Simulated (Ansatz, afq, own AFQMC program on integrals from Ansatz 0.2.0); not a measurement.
SBr⁺, triplet in cc-pVDZ along one coordinate

```yaml
atoms:
  - { symbol: S, position_ang: [0.0000, 0.0000, 0.0000] }
  - { symbol: Br, position_ang: [0.0000, 0.0000, 2.0253] }
```

The S1–Br2 distance is changed with both sides rigid. Energies in mEh count from this geometry (2.025 Å) at the same level; the start stands on UHF, each point on the determinant named.

Basis cc-pVDZ. Only valence electrons are correlated. Ansatz 0.2.0 and our own AFQMC program on the same integrals; the CISD trial comes from CCSD amplitudes, and released means the phaseless constraint is let go. Uncertainties: one standard error, sampling alone. No spin–orbit coupling.

Cautions, each for one point or more: CCSDT(Q) on the ROHF determinant differs, perhaps since the unrestricted series falls towards higher spin; cluster runs in doubt by the program's own checks; higher spins were not checked; inner d shell frozen; lower spins were not checked; no relativity below Rb; no spin-orbit coupling; released walk and highest rung disagree; strong correlation; unrestricted determinant slightly spin contaminated; unrestricted determinant spin contaminated; walk and cluster series may follow different spin states.

```json
{"r(S1–Br2) / Å": "1.800", "det.": "UHF", "T1": "0.020", "weight": "0.89", "⟨S²⟩": "2.03", "CCSD(T)": "51.3", "ph-AFQMC/CISD": "51.0 ± 0.6", "released AFQMC": "51.3 ± 1.0", "CCSDT(Q)": "–", "r2SCAN": "45.6", "PBE0": "43.1"}
{"r(S1–Br2) / Å": "2.272", "det.": "UHF", "T1": "0.059", "weight": "0.80", "⟨S²⟩": "2.05", "CCSD(T)": "9.3", "ph-AFQMC/CISD": "9.9 ± 0.8", "released AFQMC": "–", "CCSDT(Q)": "7.8", "r2SCAN": "14.0", "PBE0": "16.9"}
{"r(S1–Br2) / Å": "3.748", "det.": "UHF†¶", "T1": "0.014", "weight": "0.90", "⟨S²⟩": "3.01", "CCSD(T)": "84.9", "ph-AFQMC/CISD": "89.6 ± 0.8", "released AFQMC": "90.1 ± 1.1*", "CCSDT(Q)": "85.5", "r2SCAN": "106.4§", "PBE0": "107.1§"}
```

Weight is that of the determinant in the CISD state; at the start T1 is 0.036 and the weight 0.86, and ⟨S²⟩ is 2.02. ¶ marks points with a poor determinant and no full CI, where no value is sure; they don't count among the departures. An asterisk marks released energies that aren't shown to be converged. A dagger marks points whose determinant fills other symmetries than the start's, so the wave-function levels may follow another state there, or a degenerate partner. A dash marks a missing value, a released energy that hasn't settled or a functional that sits on another state. § marks a functional whose ⟨S²⟩ is too high by over 0.1. Largest departures from phaseless AFQMC with a CISD trial: CCSD(T) -0.6 mEh at 2.272 (on UHF) (within the noise), r2SCAN -5.5 mEh at 1.800, PBE0 -8.0 mEh at 1.800. The walk's constraint bias lies outside its error bars, so these are departures and not errors. Functionals count only at points shown to share the start's state and spin. In this small basis the wave-function levels are far from their limit, so their gap to the functionals isn't the functionals' error. In total energy ph-AFQMC/CISD lies 44 ± 14 meV above CCSDT(Q) at the start, so its agreement along the curve rests in part on cancellation.

Some points may be missing: those where a free walk finds a much lower state, and past Zn most of those on another determinant than at the start.

A walk keeps the symmetry of its determinant, which the program's search chose and which needn't be the lowest solution, so a lower state of the same spin and another symmetry isn't excluded.
